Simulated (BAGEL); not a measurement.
# C2H3B (SMILES BC#C): HF/aug-cc-pVDZ (density fitting with qzvpp-jkfit)

What is the vertical electron affinity of C2H3B at HF/aug-cc-pVDZ (density fitting with qzvpp-jkfit)? 

The results are computed with BAGEL 1.2.2.

2 further runs of the same task are left out: 2 set aside as unsound or not needed. Runs told in other sessions of the task aren't counted.

### 1 The system as given

C2H3B has 6 atoms, charge 0, and is taken as a singlet. As SMILES, `BC#C`. Geometry: relaxed at PBE0-D4/def2-TZVP.

Bond lengths: B1–C2 1.501 Å, C2–C3 1.210 Å, B1–H4 1.193 Å, B1–H5 1.193 Å, C3–H6 1.066 Å. Angles: B1–C2–C3 180.0°, C2–B1–H4 119.9°, C2–B1–H5 119.9°, C2–C3–H6 180.0°, H4–B1–H5 120.3°.

### 2 A single-point energy at HF/aug-cc-pVDZ (density fitting with qzvpp-jkfit)

File job.json:

```json
{ "bagel": [

{
  "title": "molecule",
  "basis": "aug-cc-pvdz.json",
  "df_basis": "qzvpp-jkfit",
  "angstrom": true,
  "geometry": [
    { "atom": "B", "xyz": [   -0.830400,    0.647300,   -0.394300 ] },
    { "atom": "C", "xyz": [    0.278600,   -0.224100,    0.117900 ] },
    { "atom": "C", "xyz": [    1.172700,   -0.926600,    0.530500 ] },
    { "atom": "H", "xyz": [   -1.756200,    0.156700,   -0.965700 ] },
    { "atom": "H", "xyz": [   -0.783300,    1.828200,   -0.228600 ] },
    { "atom": "H", "xyz": [    1.960800,   -1.545600,    0.894000 ] }
  ]
},
{
  "title": "hf"
},
{
  "title": "print",
  "file": "orbitals.molden",
  "orbitals": true
}

]}
```

The basis set aug-cc-pVDZ is read from a file made from the Basis Set Exchange's data (not shown).

The run is started by

```bash
$ BAGEL_NUM_THREADS=1 BAGEL job.json > job.out
```

What it wrote:

```text
* using 1 threads per process

  ===============================================================
  ===============================================================

  *** Geometry ***

  { "atom" : "B", "xyz" : [     -1.569229,      1.223220,     -0.745119 ] },
  { "atom" : "C", "xyz" : [      0.526478,     -0.423488,      0.222799 ] },
  { "atom" : "C", "xyz" : [      2.216082,     -1.751020,      1.002500 ] },
  { "atom" : "H", "xyz" : [     -3.318737,      0.296120,     -1.824909 ] },
  { "atom" : "H", "xyz" : [     -1.480222,      3.454797,     -0.431991 ] },
  { "atom" : "H", "xyz" : [      3.705375,     -2.920761,      1.689415 ] },

  Number of auxiliary basis functions:      279

  Since a DF basis is specified, we compute 2- and 3-index integrals:
    o Being stored without compression. Storage requirement is 0.021 GB

  Number of basis functions:       96
  Number of electrons      :       20

    * METHOD: MOLECULE                             0.08

  *** RHF ***

  === Nuclear Repulsion ===
    46.7381231439

      * DIIS with orbital gradients will be used.

  === RHF iteration (aug-cc-pvdz.json) ===
      0       -101.90514536          0.02107215           0.02
      1       -102.03822333          0.01419495           0.02
      2       -102.09607242          0.00240306           0.02
      3       -102.09838562          0.00088976           0.02
      4       -102.09871239          0.00014811           0.02
      5       -102.09872842          0.00006968           0.02
      6       -102.09873409          0.00003718           0.02
      7       -102.09873603          0.00001610           0.02
      8       -102.09873636          0.00000623           0.02
      9       -102.09873639          0.00000120           0.02
     10       -102.09873639          0.00000046           0.02
     11       -102.09873639          0.00000012           0.02
     12       -102.09873639          0.00000003           0.02
     13       -102.09873639          0.00000002           0.02
     14       -102.09873639          0.00000001           0.02
     15       -102.09873639          0.00000001           0.02
    * SCF iteration converged.

    * Permanent dipole moment:
           (   -0.237135,     0.186167,    -0.109255) a.u.

    * METHOD: HF                                   0.33

    * METHOD: PRINT                                0.01

  ===============================================================
```

Wall time 0.58 s (1 thread of Arm Neoverse V2, shared host).

### 3 The doublet anion, same level

File hf.json:

```json
{ "bagel" : [

{
  "title" : "molecule",
  "basis" : "aug-cc-pvdz.json",
  "df_basis" : "qzvpp-jkfit",
  "angstrom" : true,
  "geometry" : [
    { "atom" : "B", "xyz" : [   -0.830400,    0.647300,   -0.394300 ] },
    { "atom" : "C", "xyz" : [    0.278600,   -0.224100,    0.117900 ] },
    { "atom" : "C", "xyz" : [    1.172700,   -0.926600,    0.530500 ] },
    { "atom" : "H", "xyz" : [   -1.756200,    0.156700,   -0.965700 ] },
    { "atom" : "H", "xyz" : [   -0.783300,    1.828200,   -0.228600 ] },
    { "atom" : "H", "xyz" : [    1.960800,   -1.545600,    0.894000 ] }
  ]
},
{ "title" : "uhf", "charge" : -1, "nopen" : 1 },
{ "title" : "print", "file" : "orbitals.molden", "orbitals" : true }

]}
```

The basis set aug-cc-pVDZ is read from a file made from the Basis Set Exchange's data (not shown).

The run is started by

```bash
$ BAGEL_NUM_THREADS=1 BAGEL hf.json > hf.out
```

What it wrote:

```text
* using 1 threads per process

  ===============================================================
  ===============================================================

  *** Geometry ***

  { "atom" : "B", "xyz" : [     -1.569229,      1.223220,     -0.745119 ] },
  { "atom" : "C", "xyz" : [      0.526478,     -0.423488,      0.222799 ] },
  { "atom" : "C", "xyz" : [      2.216082,     -1.751020,      1.002500 ] },
  { "atom" : "H", "xyz" : [     -3.318737,      0.296120,     -1.824909 ] },
  { "atom" : "H", "xyz" : [     -1.480222,      3.454797,     -0.431991 ] },
  { "atom" : "H", "xyz" : [      3.705375,     -2.920761,      1.689415 ] },

  Number of auxiliary basis functions:      279

  Since a DF basis is specified, we compute 2- and 3-index integrals:
    o Being stored without compression. Storage requirement is 0.021 GB

  Number of basis functions:       96
  Number of electrons      :       20

    * METHOD: MOLECULE                             0.08

  *** Open-shell HF ***

  === Nuclear Repulsion ===
    46.7381231439

      * DIIS with orbital gradients will be used.

  === UHF iteration (aug-cc-pvdz.json) ===
      0       -101.72770550          0.05629971           0.03
      1       -101.82284889          0.05876723           0.04
      2       -101.85911074          0.04996174           0.03
      3       -102.07841843          0.00672790           0.04
      4       -102.08362642          0.00262016           0.04
      5       -102.08495229          0.00052854           0.04
      6       -102.08523734          0.00020589           0.04
      7       -102.08537777          0.00017177           0.04
      8       -102.08545404          0.00015848           0.04
      9       -102.08574146          0.00010607           0.04
     10       -102.08586800          0.00006163           0.04
     11       -102.08589539          0.00003735           0.04
     12       -102.08591836          0.00002145           0.04
     13       -102.08593681          0.00000841           0.04
     14       -102.08594310          0.00000655           0.04
     15       -102.08594617          0.00000554           0.04
     16       -102.08594922          0.00000468           0.04
     17       -102.08595076          0.00000372           0.04
     18       -102.08595163          0.00000239           0.03
     19       -102.08595169          0.00000159           0.04
     20       -102.08595172          0.00000074           0.04
     21       -102.08595172          0.00000049           0.04
     22       -102.08595173          0.00000029           0.04
     23       -102.08595173          0.00000010           0.04
     24       -102.08595173          0.00000004           0.04
     25       -102.08595173          0.00000002           0.04
     26       -102.08595173          0.00000001           0.04
     27       -102.08595173          0.00000001           0.04
    * SCF iteration converged.

    * S^2 (UHF) is 0.8330

    * Permanent dipole moment:
           (   -1.204769,     0.946440,    -0.556028) a.u.

    * METHOD: UHF                                  1.06

    * METHOD: PRINT                                0.01

  ===============================================================
```

Run time: 1.3 s. Hardware: 1 thread of Arm Neoverse V2, shared host.

### 4 Summary of results

At HF/aug-cc-pVDZ (density fitting with qzvpp-jkfit):

| quantity | value |
| --- | --- |
| singlet C2H3B: total energy | -102.09874 Eh |
| singlet C2H3B: dipole moment | 0.82 D |
| singlet C2H3B: HOMO energy | -10.81 eV |
| singlet C2H3B: LUMO energy | 0.91 eV |
| singlet C2H3B: HOMO–LUMO gap | 11.71 eV |
| doublet anion: total energy | -102.08595 Eh |
| doublet anion: ⟨S²⟩ | 0.833 |
| vertical electron affinity (to the doublet anion) | -0.348 eV |

In words: The anion lies 0.35 eV (8.0 kcal/mol) above the neutral: the electron isn't bound at this level, and such a value depends on the basis. Hartree–Fock misses the correlation that binds many anions.
